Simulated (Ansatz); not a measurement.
Trigonal Te was calculated with HSE06+SOC (Ansatz, a quantum-chemistry and plane-wave program, plane waves, PAW).

Settings: plane-wave cutoff 460 eV, 6×6×4 k mesh (along the axes of the cell as run), Fermi–Dirac smearing 0.01 eV, PAW data made under PBE.

Cell (measured lattice):

```
Te
1.0
    4.45110     0.00000     0.00000
   -2.22555     3.85477     0.00000
    0.00000     0.00000     5.92620
Te
3
Direct
  0.00000   0.27363   0.66667
  0.72637   0.72637   0.00000
  0.27363   0.00000   0.33333
```

Problem. Predict the band gap and Γ–Γ gap.

Solution. 
* **band gap**: 0.37 eV (on the SCF k mesh) (direct)
* **Γ–Γ gap**: 2.02 eV

Measured, for comparison: band gap 0.33 eV (temperature not stated, no zero-point or thermal correction, compiled measured gap; kind and temperature not stated; as tabulated in Kothakonda et al. (2022), arXiv:2208.02841).

Note: cell and atoms aren't relaxed at this level (largest force component 0.38 eV/Å, pressure -0.4 GPa).

The computed numbers hold no vibrational or temperature effects.

Cost on a shared machine: around 30 core-minutes (rough).
